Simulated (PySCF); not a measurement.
Species: C4H5, net charge -1, singlet state. It need not be the lowest isomer of its formula. Whether it binds its extra electron was not tested at this geometry. 
Geometry from a B3LYP-D3(BJ)/def2-TZVP (Ansatz) optimisation:
SMILES: [C-](C=C)=C
```xyz
9

C      0.7880     1.5478     0.2122
C      0.2890     0.6043    -0.5865
C     -0.6203    -0.4167    -0.2422
C     -0.4150    -1.6356     0.3427
H      1.5131     2.2909    -0.1331
H      0.5205     1.6517     1.2796
H     -1.6443    -0.2303    -0.5874
H      0.5710    -1.9412     0.6766
H     -1.2104    -2.3704     0.4074
```
Charge -1, spin multiplicity 1.

Dispersion corrections to the total energy (kcal/mol) from the dftd3 and dftd4 libraries through PySCF: D3(BJ) without and D4 with the three-body term, each with the damping fitted for the functional named.

```tsv
functional	D3(BJ)	D4
BHLYP	-4.59	…
B2GP-PLYP	-1.99	-1.66
B3LYP	-6.00	…
B2PLYP	-2.71	…
PBE	-3.52	-4.00
BLYP	-7.39	-9.02
TPSSh	-3.99	-4.91
```

### Question
Complete the blanks.

### Answer

- BHLYP, D4: -4.40
- B3LYP, D4: -6.38
- B2PLYP, D4: -2.79
